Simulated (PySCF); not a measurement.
Isomers of C2H2N2S, mass 85.994 u with the commonest isotopes. Level of theory: PBE0-D3(BJ)/def2-SVP geometry optimisation, gas phase in PySCF. One conformer each, none proved a minimum here; rigid rotors.

Question: Order these by radius of gyration √(Σ m r²/M), largest first.
A. 1,2,5-thiadiazole (`c1cnsn1`)
B. `C1=NN=CS1` (1,3,4-thiadiazole)
C. 1,2,4-thiadiazole (`C1=NC=NS1`)

Answer: B (1.306 Å), C (1.287 Å), A (1.274 Å).

Question: Order these by rotational constant C, smallest first.
A. 1,2,4-thiadiazole, `c1ncsn1`
B. 1,2,5-thiadiazole (`C1=NSN=C1`)
C. 1,3,4-thiadiazole (`c1nncs1`)

Answer: C (3446 MHz), A (3548 MHz), B (3622 MHz).

Question: Order these by dipole moment, smallest first.
A. 1,2,5-thiadiazole (`s1nccn1`)
B. 1,3,4-thiadiazole (`C1=NN=CS1`)
C. `c1ncsn1` (1,2,4-thiadiazole)

Answer: A (1.45 D), C (1.60 D), B (3.25 D).

| SMILES | point group | Ia (u·Å²) | Ib (u·Å²) | Ic (u·Å²) | κ | μa (D) | μb (D) | μc (D) |
| --- | --- | --- | --- | --- | --- | --- | --- | --- |
| c1cnsn1 | C2v | 59.13 | 80.40 | 139.53 | 0.08 | 1.45 | 0.00 | 0.00 |
| c1ncsn1 | Cs | 57.10 | 85.32 | 142.42 | -0.10 | 0.77 | 1.41 | 0.00 |
| c1nncs1 | C2v | 56.18 | 90.49 | 146.66 | -0.23 | 3.25 | 0.00 | 0.00 |
